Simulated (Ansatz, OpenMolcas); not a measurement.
## NH (imidogen): methods side by side

NH: 2 atoms, total charge 0, spin state triplet. As SMILES, `[NH]`. Geometry: the measured bond length.

```csv
atom,x (Å),y (Å),z (Å)
N,0.0000,0.0000,0.0000
H,0.0000,0.0000,1.0362
```

Quantity: the energy change with the N1–H2 bond stretched from 1.036 to 1.554 Å, in eV. The values are calculated.

```json
{"level": "UPBE/3-21G", "kind": "GGA", "program": "OpenMolcas", "value (eV)": "1.30", "less FCI/3-21G": "+0.13"}
{"level": "U-r2SCAN/3-21G", "kind": "meta-GGA", "program": "Ansatz", "value (eV)": "1.34", "less FCI/3-21G": "+0.17"}
{"level": "U-r2SCAN0/3-21G", "kind": "hybrid meta-GGA", "program": "Ansatz", "value (eV)": "1.46", "less FCI/3-21G": "+0.29"}
{"level": "UBHLYP/3-21G", "kind": "global hybrid", "program": "Ansatz", "value (eV)": "1.61", "less FCI/3-21G": "+0.44"}
{"level": "U-wB97X/3-21G", "kind": "range-separated hybrid", "program": "Ansatz", "value (eV)": "1.57", "less FCI/3-21G": "+0.40"}
{"level": "UB2PLYP/3-21G", "kind": "double hybrid", "program": "Ansatz", "value (eV)": "1.52", "less FCI/3-21G": "+0.35"}
{"level": "UMP2/3-21G", "kind": "perturbation theory", "program": "Ansatz", "value (eV)": "1.65", "less FCI/3-21G": "+0.48"}
{"level": "SC-NEVPT2(6,5)/3-21G", "kind": "multireference", "program": "OpenMolcas", "value (eV)": "1.17", "less FCI/3-21G": "0.00"}
{"level": "FCI/3-21G", "kind": "exact in the basis", "program": "OpenMolcas", "value (eV)": "1.17", "less FCI/3-21G": "0.00"}
```

FCI/3-21G is exact within its basis and frozen core, so for wave-function methods in that basis the difference is their error; functionals converge differently with the basis, so for them it is only a difference. The first shape isn't each level's own minimum. The values span 1.17 to 1.65 eV. Spin contamination of the reference (⟨S²⟩ at least 0.1 too high) touches U-r2SCAN/3-21G, U-r2SCAN0/3-21G, UBHLYP/3-21G, UB2PLYP/3-21G, UMP2/3-21G. All rows use very small basis sets, so even the best lies far from the true value.
